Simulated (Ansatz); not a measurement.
Ansatz (a first-principles code) input (wB97M-V/cc-pVTZ):

Ansatz 0.2 input:
```yaml
crystal:
  periodic: [false, false, false]
  atoms:
    - {symbol: C, position_ang: [-0.00000000, 0.00000000, -0.00000000]}
    - {symbol: H, position_ang: [0.62054657, 0.62688914, 0.63896175]}
    - {symbol: H, position_ang: [-0.64285838, -0.62489528, 0.61852983]}
    - {symbol: H, position_ang: [0.63693263, -0.63278043, -0.61664082]}
    - {symbol: H, position_ang: [-0.61462083, 0.63078657, -0.64085076]}
basis:
  gaussian:
    orbitals: cc-pVTZ
hamiltonian:
  xc: {name: wB97M-V}
accuracy: high
magnetization: {spin_polarized: false}
```

Output:

```
Functional definition: wB97M-V
integrals: 0.11 GiB planned
1498 factors; integrals over basis functions are off by at most 2.9e-9 eV
integrals: 0.17 GiB planned
219 factors; integrals over basis functions are off by at most 1.3e-9 eV
mean field: 0.41 GiB planned
mean field evaluation 1: about -1099.5434 eV, gradient 3.3e1 eV
mean field evaluation 2: about -1100.6820 eV, gradient 2.3e1 eV
mean field evaluation 4: about -1101.8258 eV, gradient 5.8e-1 eV
mean field evaluation 8: about -1101.8318 eV, gradient 1.3e-2 eV
mean field evaluation 16: about -1101.8318 eV, gradient 1.1e-8 eV
mean field -1101.83184887 eV, -40.4915735974 hartree, gradient 1.1e-8 eV, S^2 0.000000; 0 other end points of the search recorded, 0 dependent functions left out
reference -1101.83185248 eV, -40.4915737303 hartree; 5, 5 occupied and 81, 81 virtual orbitals, 1498 factors
Total energy: -1101.83185248 eV, -40.4915737303 hartree
```
